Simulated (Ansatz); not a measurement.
This Ansatz (a program for electronic structure) input (r2SCAN/pcseg-4) gives -1.17190 Eh with 122 basis functions. A basis named .json is the Basis Set Exchange file of that set (core-valence sets with the plain set on hydrogen).

Ansatz 0.2 input:
```yaml
crystal:
  periodic: [false, false, false]
  atoms:
    - {symbol: H, position_ang: [-0.00000000, -0.00000000, -0.37201156]}
    - {symbol: H, position_ang: [0.00000000, 0.00000000, 0.37201156]}
basis:
  gaussian:
    orbitals: pcseg-4.json
hamiltonian:
  xc: {name: r2SCAN}
magnetization: {spin_polarized: false}
```

Change:
```diff
- orbitals: pcseg-4.json
+ orbitals: def2-SVP
```

Q: What does the run give now?

A: -1.16615 Eh (r2SCAN/def2-SVP, 10 functions), a change of +5.75 mEh.
